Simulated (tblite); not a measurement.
Species: C3H2NO (doublet state).
Cartesian coordinates in Å at the GFN2-xTB level; atoms count from 1:
```xyz
7
C3H2NO angstrom
C      2.221   -0.491   -0.990
C      1.261    0.011   -0.477
C      0.052    0.555    0.140
N     -0.923   -0.365    0.239
O     -0.013    1.702    0.503
H     -1.805   -0.102    0.649
H     -0.790   -1.305   -0.090
```

Level: GFN2-xTB in tblite, geometry and Hessian alike; calculated harmonic values, unscaled, isolated species. Errors from tens to a few hundred cm⁻¹ against measured bands are possible. One conformer, not necessarily the lowest. Open shells enter through the occupations alone, without spin polarisation, and single modes of such species can be off by tens of per cent.

Harmonic wavenumbers (cm⁻¹): 157.9, 200.4, 365.4, 426.5, 479.9, 513.7, 633.4, 796.6, 1032.4, 1266.0, 1431.9, 1750.1, 2241.8, 3455.6, 3537.7.

A = 11413, B = 4641, C = 3299 MHz; mass 68.014 u (most abundant isotopes); point group Cs, symmetry number 1; spin multiplicity 2.

Q: What is the zero-point energy?

A: Half the sum of the wavenumbers: 9145 cm⁻¹ = 26.15 kcal/mol.

Q: Entropy at 273.15 K, 1 bar (ideal gas, RRHO, classical rotation)?

A: Translation 38.16, rotation 24.76, vibration 7.78, spin (R ln 2) 1.38: S = 72.1 cal/(mol K).

Q: And Cp and H(273.15 K) − H(0)?

A: Cp = 18.59 cal/(mol K), of which vibrations give 10.64 (their classical limit is 15 R = 29.8); H(273.15 K) − H(0) = 3.49 kcal/mol without the zero-point energy, 1.32 from vibrations.

Q: What must be added to the electronic energy to get the Gibbs energy at 273.15 K and 1 bar?

A: ZPE + [H(273.15 K) − H(0)] − T·S = 26.15 + 3.49 − 19.69 = 9.95 kcal/mol.

Q: Which modes carry the vibrational entropy at 273.15 K?

A: 157.9 cm⁻¹: 2.41; 200.4 cm⁻¹: 1.97; 365.4 cm⁻¹: 0.97; 426.5 cm⁻¹: 0.75; 479.9 cm⁻¹: 0.60; 513.7 cm⁻¹: 0.52 cal/(mol K); the other 9 give 0.56 together.

Hindered rotation and anharmonicity are outside this model. Other conformers, if any are populated, would add a mixing term that is left out.

Hardware: one thread, Arm Neoverse V1 (aarch64), no GPU, shared host. Cost: under 0.1 s wall. This covers the Hessian and the dipole derivatives.
